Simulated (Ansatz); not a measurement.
# C2H7NO2: a ladder of functionals and wavefunction methods

Aim: compute C2H7NO2 with functionals from several rungs and with coupled cluster, and see how far each lands from CCSD(T) at the basis-set limit for the atomisation energy.

Program: Ansatz 0.2.0, Gaussian basis. Level of theory: functionals in def2-TZVPP, the program's frozen cores in correlated methods. These are calculated values, not measurements.

The runs, in order: PBE-D4, r2SCAN-D4, PBE0-D4, B3LYP-D4, ωB97X-V, ωB97M-V, B2PLYP; CCSD(T)/def2-TZVPP; MP2/def2-QZVPP; extrapolation to the limit.

### Step 1. The relaxed structure

An earlier PBE0-D4 in a triple-zeta def2 set relaxation fixed the geometry.

SMILES `COC(N)O`, 12 atoms, charge 0, spin multiplicity 1.

Atoms are counted from 1 here; the program's logs count them from 0.

Bond lengths: C1–O2 1.410 Å, C1–H6 1.099 Å, C1–H7 1.093 Å, C1–H8 1.090 Å, O2–C3 1.391 Å, C3–N4 1.423 Å, C3–O5 1.401 Å, C3–H9 1.105 Å, N4–H10 1.012 Å, N4–H11 1.015 Å, O5–H12 0.962 Å. Angles: O2–C1–H6 111.0°, O2–C1–H7 111.5°, O2–C1–H8 107.0°, H6–C1–H7 108.8°, H6–C1–H8 108.9°, H7–C1–H8 109.5°, C1–O2–C3 113.8°, O2–C3–N4 111.4°, O2–C3–O5 107.8°, O2–C3–H9 109.0°, N4–C3–O5 109.7°, N4–C3–H9 108.7°, O5–C3–H9 110.3°, C3–N4–H10 110.7°, C3–N4–H11 109.1°, H10–N4–H11 108.3°, C3–O5–H12 106.5°.

As a file:

```xyz
12
C2H7NO2
C    -1.66535    0.53858   -0.11956
O    -0.70970   -0.41809    0.27944
C     0.58444   -0.12545   -0.13698
N     1.48634   -1.17327    0.19889
O     0.98000    1.05985    0.49650
H    -1.63588    0.69451   -1.20659
H    -1.50535    1.49804    0.37910
H    -2.64383    0.14471    0.15365
H     0.58787    0.00619   -1.23395
H     1.28670   -2.00391   -0.34357
H     1.37869   -1.40057    1.18176
H     1.93306    1.12401    0.38541
```

### Step 2. PBE-D4 (GGA)

The input, in.yaml:

```yaml
crystal:
  periodic: [false, false, false]
  atoms:
    - {symbol: C, position_ang: [-1.665345, 0.538582, -0.119564]}
    - {symbol: O, position_ang: [-0.709703, -0.418095, 0.279438]}
    - {symbol: C, position_ang: [0.584441, -0.125448, -0.136976]}
    - {symbol: N, position_ang: [1.486339, -1.173268, 0.198892]}
    - {symbol: O, position_ang: [0.980004, 1.059855, 0.496495]}
    - {symbol: H, position_ang: [-1.635881, 0.694505, -1.206586]}
    - {symbol: H, position_ang: [-1.505355, 1.498038, 0.379095]}
    - {symbol: H, position_ang: [-2.643825, 0.144707, 0.153648]}
    - {symbol: H, position_ang: [0.587874, 0.006195, -1.233952]}
    - {symbol: H, position_ang: [1.286703, -2.003906, -0.343565]}
    - {symbol: H, position_ang: [1.378692, -1.400575, 1.181765]}
    - {symbol: H, position_ang: [1.933058, 1.124009, 0.385410]}
basis:
  gaussian: {orbitals: def2-TZVPP}
hamiltonian: {xc: pbe, dispersion: d4}
output: {forces: true, orbitals: {seedname: orbitals}}
```

Started as:

```bash
$ ansatz run in.yaml --threads 4 --pin off --events-out ev --progress --plain --max-ram 10444MiB
```

Further steps of the session: r2SCAN-D4 (meta-GGA); PBE0-D4 (hybrid); B3LYP-D4 (hybrid); ωB97X-V (range-separated); ωB97M-V (range-separated); B2PLYP (double hybrid); CCSD(T) in def2-TZVPP; MP2 in def2-QZVPP.

Before running them: what should the planned runs give, taken together? Wanted: atomisation energy, CCSD(T)/CBS; farthest; mean size of error, hybrid; mean size of error, range-separated; gap, smallest and largest; T1 diagnostic; triples share of the correlation energy.

As calculated:

| quantity | value |
| --- | --- |
| atomisation energy, CCSD(T)/CBS | 4529.3 kJ/mol |
| functionals within 22.6 kJ/mol (0.5 %) | r2SCAN-D4, PBE0-D4, B3LYP-D4, ωB97X-V, ωB97M-V |
| farthest | PBE-D4 (+120.9 kJ/mol) |
| mean size of error, hybrid | 2.7 kJ/mol |
| mean size of error, range-separated | 11.4 kJ/mol |
| gap, smallest and largest | 6.49 eV (PBE-D4), 13.32 eV (ωB97X-V) |
| T1 diagnostic | 0.0108 |
| triples share of the correlation energy | 3.6 % |

PBE-D4 misses by +120.9 kJ/mol. Double hybrids carry the basis error of their MP2 part in triple zeta, and no dispersion term here, so their miss is partly the set-up's. Misses under about 22.6 kJ/mol are within the doubt on the reference itself, which lacks core-valence correlation, relativity and higher excitations. Hartree-Fock recovers 68 % of the binding; the rest is correlation. The gap grows from 6.5 to 13.3 eV across the functionals, mostly with the share of exact exchange.
